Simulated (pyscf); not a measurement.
Substitution at C: H₃C–CH₂–N: (SMILES CC[N]) [triplet] + H• (SMILES [H]) → CH₄ (SMILES C) + H₂C=N• (SMILES C=[N])

Gas phase, doublet surface, charge 0. Bonds broken: C1–C2. Bonds formed: C1–H9. Single points on ωB97X-D3(BJ)/def2-SVP structures (PySCF, gas phase).

Transition state (Å):

```xyz
9

C      0.7533     0.5472     0.6522
C     -0.7048     1.5424     0.3505
N     -0.7347     2.6119     1.1567
H      0.5773    -0.2406    -0.0884
H      0.6161     0.2767     1.7020
H      1.5507     1.2614     0.4326
H     -1.5263     0.8174     0.5217
H     -0.6076     1.7848    -0.7272
H      2.0676    -0.4484     0.8482
```

One imaginary mode, 1538i cm⁻¹; descent along it reached the two sides named.

```json
[
 {"bond": "C1–C2", "change": "breaks", "reactant side (Å)": "1.537", "saddle": "1.791", "product side": "3.5"},
 {"bond": "C1–H9", "change": "forms", "reactant side (Å)": "3.8", "saddle": "1.660", "product side": "1.099"}
]
```

Electronic energies relative to the separated reactants (kJ/mol):

```json
[
 {"level": "ωB97X-D3(BJ)/def2-TZVP", "barrier": "75.6", "reaction energy": "-339.6", "reverse barrier": "415.2"},
 {"level": "PBE/def2-TZVP", "barrier": "18.9", "reaction energy": "-345.4", "reverse barrier": "364.3"},
 {"level": "r²SCAN/def2-TZVP", "barrier": "30.6", "reaction energy": "-336.8", "reverse barrier": "367.4"},
 {"level": "B3LYP-D3(BJ)/def2-TZVP", "barrier": "39.9", "reaction energy": "-354.6", "reverse barrier": "394.5"},
 {"level": "PBE0-D3(BJ)/def2-TZVP", "barrier": "55.1", "reaction energy": "-323.3", "reverse barrier": "378.4"},
 {"level": "M06-2X/def2-TZVP", "barrier": "68.3", "reaction energy": "-336.6", "reverse barrier": "404.9"},
 {"level": "ωB97M-D3(BJ)/def2-TZVP", "barrier": "68.6", "reaction energy": "-348.4", "reverse barrier": "417.0"},
 {"level": "HF/def2-TZVP", "barrier": "140.1", "reaction energy": "-242.2", "reverse barrier": "382.3"}
]
```

With ωB97M-D3(BJ)/def2-TZVP energies and thermal terms (ideal gas, 1 atm, RRHO with modes under 100 cm⁻¹ raised to 100, one conformer, R ln 2 for chiral ones without a mode under 150 cm⁻¹), in kJ/mol:

```csv
T (K),ΔH‡,ΔG‡,ΔH,ΔG
298,66.4,98.1,-337.6,-344.7
600,65.4,130.7,-341.6,-350.5
900,64.6,163.6,-347.2,-353.8
1200,63.6,196.7,-352.7,-355.2
```

From the product side, HC≡N + H• + CH₄ lies, by one bond made or cut, 283.3 kJ/mol under this saddle at ωB97M-D3(BJ)/def2-TZVP. Abstraction by the radical was not located in this set and often lies lower. H₃C–CH₂–N: [triplet] lies 246.1 kJ/mol over its isomer H₃C–CH=NH (electronic energy, ωB97M-D3(BJ)/def2-TZVP). One saddle was located; it need not be the lowest between these sides. The angle at the attacked C is 176°. An unrestricted DFT solution here is markedly spin-contaminated.
